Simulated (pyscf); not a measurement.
Single points on ωB97X-D3(BJ)/def2-SVP structures (PySCF, gas phase).

:HSi–AsH₂ [singlet] + AsH₃ -> HAs=SiH–AsH₂ + H₂
Surface: singlet. Broken: As–H, As–H. Formed: As–Si, H–H. Give ΔE‡ and ΔE from ωB97M-D3(BJ)/def2-TZVP, relative to the separated reactants.

ΔE‡ = 23.2 kcal/mol, ΔE = -20.0 kcal/mol. Zero-point energy shifts the barrier by +0.1 kcal/mol. It is a concerted two-bond exchange, with an imaginary mode of 860i cm⁻¹. On the reactant side the descent ends in an adduct with a As–Si contact, 7.1 kcal/mol under the separated species and 25.3 kcal/mol under the saddle at ωB97X-D3(BJ)/def2-TZVP. What is counted as formed (As–Si) is already present as a longer contact in the reactant adduct; forming that adduct is a step of its own. At ωB97X-D3(BJ) the barrier from the zero used here is 18.2 kcal/mol. The same reactants have a lower exit, to H₂As–SiH₂–AsH₂ (barrier -3.3 kcal/mol at ωB97M-D3(BJ), against +23.2 kcal/mol here). :HSi–AsH₂ [singlet] lies 16.8 kcal/mol over its isomer H₂Si=AsH, and others may lie lower still (electronic energy, ωB97M-D3(BJ)). HAs=SiH–AsH₂ lies 20.2 kcal/mol over its isomer cyclic H₄As₂Si (SMILES [SiH2]1[AsH][AsH]1), and others may lie lower still (electronic energy, ωB97M-D3(BJ)). This is the saddle that the search found; another between the same sides may lie lower. Elements up to Kr have no core potential and no relativistic terms here.
